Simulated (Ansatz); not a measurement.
Two structures of BH3ClF, closed shell, reached by relaxing down either side of one saddle point (PBE0-D4/def2-TZVP). Energies are electronic, without zero-point energy. Ansatz 0.2.0; basis: def2-TZVPP and def2-QZVPP; cores frozen in the correlated methods. Extrapolation: Hartree–Fock as exp(−7.88 √X), correlation as X^−2.97. First:

```csv
atom,x (Å),y (Å),z (Å)
B1,0.1520,0.0566,-0.7939
Cl2,0.9971,-1.4020,-0.2873
H3,0.7727,1.0689,-0.8173
H4,-0.9463,-0.0696,-1.2277
H5,-0.2904,-0.1962,1.7602
F6,-0.6852,0.5420,1.3660
```

Second:

```
6
angstrom
B -0.3523 0.7300 -0.5493
Cl 1.0177 -1.7028 0.4608
H 0.6892 1.2259 -0.8664
H -1.0415 0.0797 -1.2796
H 0.5006 -1.3214 1.5689
F -0.8137 0.9886 0.6656
```

Task: Which bonds change from the first to the second?

Result: BH₂Cl ([BH2][Cl]) + HF → BH₂F ([BH2][F]) + HCl; bonds formed: B1–F6, Cl2–H5; bonds broken: B1–Cl2, H5–F6.

Task: Give the saddle point's structure and its height above each. (Judge from chemistry; the value comes from the calculation.)

Result: By the calculation: 13.18 kcal/mol above the first and 23.30 kcal/mol above the second (CCSD(T) at an estimated basis limit (MP2 extrapolated from triple and quadruple zeta, plus CCSD(T) − MP2 in triple zeta)).
B1  (-0.086, 0.290, -0.444)
Cl2  (0.858, -1.371, 0.208)
H3  (0.736, 1.095, -0.744)
H4  (-0.980, -0.042, -1.154)
H5  (0.048, -0.486, 1.150)
F6  (-0.576, 0.514, 0.984)
(Å)

T1 diagnostic: at most 0.012.

Labels in which every atom is bracketed show which atoms are joined, not bond orders.

For scale, one of the runs: CCSD(T)/def2-TZVPP, 146 basis functions, launched by `ansatz run in.yaml --threads 2 --pin off --events-out ev --progress --plain --max-ram 4352MiB`. The run took 6.5 s on 2 CPU threads of an Arm Neoverse V2 (shared host), with 0.68 GiB of host memory at its peak.
